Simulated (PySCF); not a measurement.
## Working out the ionisation energy of Si

Si [Ne] 3s2 3p2 (3P) → Si+ [Ne] 3s2 3p1 (2P). Calculation: PySCF 2.14, in cc-pVDZ-DK (4s3p1d, 18 functions); scalar relativity by spin-free X2C-1e. Frozen: [Ne]. Energies in hartree (1 hartree = 27.21139 eV):

```json
{"part": "UHF", "Si (lower)": "-289.452067", "Si+ (upper)": "-289.171607"}
{"part": "CCSD correlation", "Si (lower)": "-0.063930", "Si+ (upper)": "-0.053027"}
{"part": "(T)", "Si (lower)": "-0.000992", "Si+ (upper)": "-0.000634"}
```

**Question.** What does Hartree-Fock give?

**Answer.** (-289.171607) − (-289.452067) = 0.280460 hartree = 7.632 eV.

**Question.** What do CCSD and CCSD(T) give?

**Answer.** The CCSD correlation energies differ by 0.010903 hartree = 0.297 eV and the triples by 0.000358 hartree = 0.010 eV, so CCSD gives 7.929 eV and CCSD(T) 7.939 eV.

Measured between the centres of the two terms (NIST): 8.157 eV, so CCSD(T) (valence) is off by -0.218 eV.

A double-zeta basis recovers only part of the correlation energy.

What remains against the reference includes basis incompleteness, the frozen core and higher excitations.
